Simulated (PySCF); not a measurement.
Relaxation of singlet [SF3]-

Method: PySCF, PBE0, basis S def2-SVPD, F def2-SVPD (no relativity, density fitting). A (50,194) grid was used.

A start displaced from a saddle point along its imaginary mode, with no symmetry imposed:

```xyz
4
charge -1 multiplicity 1, angstrom
S     0.1518    0.0992   -0.6964
F     1.4988   -0.0227    0.2517
F    -0.8270    1.0794    0.3782
F    -0.9273   -1.2235    0.5421
```

Optimiser trace:
| step | E − E(last) (kJ/mol) | largest gradient (Eh/bohr) |
| --- | --- | --- |
| 0 | 44.27 | 0.03201 |
| 1 | 14.85 | 0.02197 |
| 2 | 5.35 | 0.01024 |
| 3 | 1.67 | 0.00975 |
| 4 | 1.17 | 0.00823 |
| 5 | 0.50 | 0.00406 |
| 6 | 0.27 | 0.00291 |
| 7 | 0.07 | 0.00133 |
| 8 | 0.00 | 0.00031 |
| 9 | 0.00 | 0.00007 |

It ends at Cs with S–F 1.630 Å (×2); F–S–F 102.0° (after a last refinement on a finer grid). The molecule has come apart into SF₂ + F. The frequency run here used a shortcut that can spoil soft modes, so no verdict on minimum or saddle point is given.
